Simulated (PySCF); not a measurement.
Consider `CC1CC1` (C4H8). Coordinates in Å; atoms count from 1 in this order:
```
C     1.4648    0.1357    0.1160
C     0.1284   -0.1994   -0.4895
C    -0.9889   -0.7150    0.3691
C    -1.0688    0.6639   -0.2199
H     2.1006   -0.7596    0.2076
H     1.3446    0.5621    1.1247
H     2.0097    0.8740   -0.4941
H     0.1823   -0.6269   -1.4973
H    -1.6451   -1.4915   -0.0334
H    -0.8036   -0.8022    1.4442
H    -1.7800    0.8431   -1.0309
H    -0.9378    1.5165    0.4537
```

Energies: M06-2X/def2-TZVP (PySCF, density fitting, integration grid level 3) on PBE0-D3(BJ)/def2-SVP structures. Zero-point and thermal terms (298.15 K, 1 bar) come from unscaled PBE0-D3(BJ)/def2-SVP harmonic frequencies, with soft modes damped to free rotors in the entropy.

Rank these bonds by dissociation enthalpy, weakest first.
A. C2–H
B. C3–H
C. C1–H

C (409 kJ/mol), A (436 kJ/mol), B (448 kJ/mol).

Not ranked, since the method can't order them against a listed neighbour: C1–C2 (410 kJ/mol).

For C1–H, what are ΔE (electronic) and ΔG(298 K) of the homolysis?

ΔE = 441 and ΔG = 372 kJ/mol, beside ΔH = 409 kJ/mol. The radicals are `[CH2]C1CC1` and H•.

Known limits: the order of C1–H and C1–C2 is undecided: the gaps lie inside the method's error (some 10 kJ/mol, one structure a species).
